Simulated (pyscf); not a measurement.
Thermochemistry of product channels of H₂B–O–AlH₂ + ammonia (NH₃) on the singlet surface, in kJ/mol, from CCSD(T)/def2-TZVPP + ΔMP2(QZVPP) energies (ideal gas, 1 atm, RRHO with modes under 100 cm⁻¹ raised to 100, one conformer, R ln 2 for chiral ones without a mode under 150 cm⁻¹). Single points on ωB97X-D3(BJ)/def2-SVP structures (PySCF, gas phase). MP2 and CC: frozen core, UHF for open shells. ΔMP2 is the change of the MP2 total energy from the triple- to the quadruple-zeta basis.

```json
[
 {"products": "HO–AlH₂ + H₂B–NH₂", "ΔE": "-2.9", "ΔH(298 K)": "-2.1", "ΔG(600 K)": "-1.5", "ΔG(1200 K)": "-1.0"},
 {"products": "H₂N–AlH₂ + H₂B–OH", "ΔE": "+40.6", "ΔH(298 K)": "+40.9", "ΔG(600 K)": "+41.5", "ΔG(1200 K)": "+42.0"}
]
```

These are energies of the channels, which say nothing of barriers. The CCSD(T) − MP2 part came from Ansatz, without density fitting, on the same reference.
